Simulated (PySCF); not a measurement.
## Ionisation and electron attachment of PH

Molecule: `[PH]` (PH, triplet). Numbering: `[PH:1]`

Energies: PBE0-D3(BJ)/ma-def2-TZVP (PySCF, density fitting, integration grid level 2) on PBE0-D3(BJ)/ma-def2-SVP structures. Zero-point and thermal terms (298.15 K, 1 bar) come from unscaled PBE0-D3(BJ)/ma-def2-SVP harmonic frequencies, with soft modes damped to free rotors in the entropy.

Frontier levels of the parent: HOMO -7.41 eV, LUMO -2.88 eV.

Oxidation to the radical cation:
- Vertical ionisation energy (electronic): 10.28 eV
- Adiabatic ionisation energy (with zero-point energy): 10.28 eV
- Adiabatic, electronic part: 10.28 eV
- Vertical gap at the product's structure: 10.28 eV
- ⟨S²⟩ of the product: 0.756
- Largest spin populations: P1 1.02
- Largest changes of atomic charge: P1 0.90, H (on P1) 0.10
- Distances that move most (Å): P1–H 1.437 → 1.443

Vertical ionisation energy to the quartet cation: 11.83 eV. This state was not relaxed.

Reduction to the radical anion:
```
Vertical electron affinity (electronic)              : 0.97 eV
Adiabatic electron affinity (with zero-point energy) : 0.98 eV
Adiabatic, electronic part                           : 0.97 eV
Vertical gap at the product's structure              : 0.97 eV
⟨S²⟩ of the product                                  : 0.757
Largest spin populations                             : P1 1.02
Largest changes of atomic charge                     : P1 -0.94
Distances that move most (Å)                         : P1–H 1.437 → 1.450
```

Vertical electron affinity to the quartet anion: -1.32 eV. The extra electron is not bound at this structure, the number hangs on the basis, and the ion was not relaxed.
